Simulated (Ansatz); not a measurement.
Molecule: ethene, C2H4, charge 0, multiplicity 1. 
Structure (B3LYP-D3(BJ)/def2-TZVP (Ansatz, a first-principles code) minimum search):
SMILES: C=C
```xyz
6

C     -0.0012    -0.0058     0.6623
C      0.0012     0.0058    -0.6623
H      0.0167     0.9104     1.2401
H     -0.0212    -0.9321     1.2238
H      0.0212     0.9321    -1.2238
H     -0.0167    -0.9104    -1.2401
```

Basis-set convergence of Hartree-Fock and CCSD correlation energies (hartree) with Ansatz. Cores are frozen in the correlated levels unless marked. Spin-orbit coupling is left out. No relativistic terms.

| basis | functions | E(HF) | E(corr, CCSD) |
|---|---|---|---|
| def2-SVP | 48 | -77.97797 | -0.30378 |
| def2-TZVPP | 118 | -78.06650 | -0.35874 |
| def2-QZVPP | 234 | -78.07030 | -0.37548 |

Extrapolating the two largest sets (X = 3 and 4) as X^-3: E(corr) = (64·(-0.37548) - 27·(-0.35874))/37 = -0.3877 Eh, an estimate of the basis-set limit. The largest set recovers 96.8 % of it, the smallest 78.4 %.
